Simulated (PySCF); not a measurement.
Working out the ionisation energy of C

C [He] 2s2 2p2 (3P) → C⁺ [He] 2s2 2p1 (2P). All numbers are calculated (PySCF 2.14, no relativity, point nucleus, in def2-TZVPPD). Frozen: nothing. Energies in hartree (1 hartree = 27.21139 eV):

```tsv
part	C (lower)	C⁺ (upper)
UHF	-37.692531	-37.295548
CCSD correlation	-0.103622	-0.090258
(T)	-0.002217	-0.001325
```

Task: What does Hartree-Fock give?

Result: (-37.295548) − (-37.692531) = 0.396983 hartree = 10.802 eV.

Task: What do CCSD and CCSD(T) give?

Result: The CCSD correlation energies differ by 0.013364 hartree = 0.364 eV and the triples by 0.000892 hartree = 0.024 eV, so CCSD gives 11.166 eV and CCSD(T) 11.190 eV.

Measured between the centres of the two terms (NIST): 11.262 eV, so CCSD(T) (valence and next inner shell) is off by -0.072 eV.

What remains against the reference includes basis incompleteness and higher excitations.
